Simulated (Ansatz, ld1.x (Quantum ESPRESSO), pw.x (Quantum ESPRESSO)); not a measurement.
## From atom to crystal: PAW potential for aluminium (Al)

aluminium, PAW, made with ld1.x (Quantum ESPRESSO) 7.5 (PBEsol, scalar-relativistic). Core [Ne], reference 3s2 3p1. Waves: 3s (bound): rcut 2.05, rcutus 2.25 bohr; 3s channel at 1.1 Ry: rcut 2.05, rcutus 2.25 bohr; 3p (bound): rcut 1.55, rcutus 2.15 bohr; 3p channel at 0.85 Ry: rcut 1.55, rcutus 2.15 bohr; 3d channel at -0.1 Ry: rcut 1.45, rcutus 1.95 bohr. Local part: all-electron potential smoothed inside 1.95 bohr (lloc = -1). Core correction: Bessel-smoothed model core inside 1.05 bohr. Augmentation charge: PSQ, radius 1.45 bohr.

Atomic tests: cutoffs needed: 6 Ry and 8 Ry (the cutoffs (Ry, on a coarse ladder) from which the occupation-weighted sum of valence levels, in a spherical-Bessel basis at the reference potential, stays within 10 and 1 mRy of its value at 400 Ry); ghost test: no extra level below or beside the all-electron valence levels (s, p, d, f tested) (spherical-Bessel basis up to 400 Ry, 20 bohr box); largest excitation error: -22 meV (all-electron minus pseudo) for 3s1 3p0, out of 7 test configurations.

Crystal test: diamond Al in pw.x 7.5, no spin, 8³ k-points, Fermi–Dirac smearing 0.01 Ry, cutoffs 40/320 Ry. The reference is all-electron LAPW (Ansatz 0.2.0) with the same functional, mesh and smearing; V0 and B0 come from Birch–Murnaghan fits to the pressures at five volumes. Errors are pseudo minus all-electron; Δ is the rms difference of the E(V) curves that follow from these fits, minima aligned, over ±6 % about the mean V0. Mesh and smearing are coarse, so the numbers serve the comparison and aren't converged zero-temperature values; the lattice is a test structure that the element need not adopt.

All-electron: a0 = 5.998 Å (V0 = 26.97 Å³/atom), B0 = 39.5 GPa.

Task: How far does the potential miss the all-electron equation of state?

Result: mean pressure error (GPa): +0.06; a0 (Å): 6.001; a0 error (%): +0.05; B0 error (%): +0.5; Δ (meV/atom): 0.3.

```json
{"V (Å³/atom)": "25.621", "P all-electron (GPa)": "2.26", "P pseudo (GPa)": "2.34"}
{"V (Å³/atom)": "26.295", "P all-electron (GPa)": "1.06", "P pseudo (GPa)": "1.13"}
{"V (Å³/atom)": "26.969", "P all-electron (GPa)": "0.01", "P pseudo (GPa)": "0.06"}
{"V (Å³/atom)": "27.643", "P all-electron (GPa)": "-0.92", "P pseudo (GPa)": "-0.88"}
{"V (Å³/atom)": "28.317", "P all-electron (GPa)": "-1.74", "P pseudo (GPa)": "-1.70"}
```

Task: At the middle volume, how do free energy and pressure move when the wave cutoff is lowered (ecutrho held at 320 Ry)?

Result:

```json
{"cutoff (Ry)": "18", "shift of F (meV/atom)": "+1.7", "shift of P (GPa)": "-0.03"}
{"cutoff (Ry)": "24", "shift of F (meV/atom)": "+0.5", "shift of P (GPa)": "-0.01"}
{"cutoff (Ry)": "32", "shift of F (meV/atom)": "+0.1", "shift of P (GPa)": "-0.00"}
```

Input at the middle volume:

```
&control
  calculation='scf', prefix='x', pseudo_dir='./', outdir='./tmp', tstress=.true., disk_io='none'
/
&system
  ibrav=0, nat=2, ntyp=1, ecutwfc=40, ecutrho=320, nbnd=10,
  occupations='smearing', smearing='fd', degauss=0.01
/
&electrons
  conv_thr=1e-09, mixing_beta=0.4, electron_maxstep=70
/
ATOMIC_SPECIES
Al 1.0 Al.UPF
CELL_PARAMETERS angstrom
  0.00000000 2.99885141 2.99885141
  2.99885141 0.00000000 2.99885141
  2.99885141 2.99885141 0.00000000
ATOMIC_POSITIONS crystal
Al 0.0000 0.0000 0.0000
Al 0.2500 0.2500 0.2500
K_POINTS automatic
8 8 8 0 0 0
```

```bash
pw.x < Al.scf.in > Al.scf.out
```

Lines of the output:

```
Message from routine setup:
     using ibrav=0 with symmetry is DISCOURAGED, use correct ibrav instead
     lattice parameter (alat)  =       8.0144  a.u.
     unit-cell volume          =     363.9917 (a.u.)^3
     number of electrons       =         6.00
     number of Kohn-Sham states=           10
     kinetic-energy cutoff     =      40.0000  Ry
     charge density cutoff     =     320.0000  Ry
     scf convergence threshold =      1.0E-09
     Exchange-correlation= SLA  PW   PSX  PSC
     number of k points=    29  Fermi-Dirac smearing, width (Ry)=  0.0100
     iteration #  1     ecut=    40.00 Ry     beta= 0.40
     total energy              =     -76.91134503 Ry
     estimated scf accuracy    <       0.00810371 Ry
     iteration #  2     ecut=    40.00 Ry     beta= 0.40
     total energy              =     -76.91122563 Ry
     estimated scf accuracy    <       0.00278454 Ry
     iteration #  3     ecut=    40.00 Ry     beta= 0.40
     total energy              =     -76.91125463 Ry
     estimated scf accuracy    <       0.00001476 Ry
     iteration #  4     ecut=    40.00 Ry     beta= 0.40
     total energy              =     -76.91125628 Ry
     estimated scf accuracy    <       0.00000045 Ry
     iteration #  5     ecut=    40.00 Ry     beta= 0.40
     total energy              =     -76.91125634 Ry
     estimated scf accuracy    <          1.1E-09 Ry
     iteration #  6     ecut=    40.00 Ry     beta= 0.40
     the Fermi energy is     2.8288 ev
!    total energy              =     -76.91125634 Ry
     estimated scf accuracy    <          1.8E-10 Ry
     smearing contrib. (-TS)   =      -0.00680866 Ry
     The total energy is F=E-TS. E is the sum of the following terms:
     one-electron contribution =       3.58013235 Ry
     hartree contribution      =       0.39129263 Ry
     xc contribution           =     -24.17147119 Ry
     ewald contribution        =      -8.55498769 Ry
     one-center paw contrib.   =     -48.14941378 Ry
     convergence has been achieved in   6 iterations
          total   stress  (Ry/bohr**3)                   (kbar)     P=        0.62
     Message from routine punch:
     Nothing written, as per user request (disk_io='none')
```

The run at the middle volume (29 k-points, 6 iterations) took about 12 s on one core of a shared host (Neoverse-V1, 32 threads, 247 GiB, load 27).
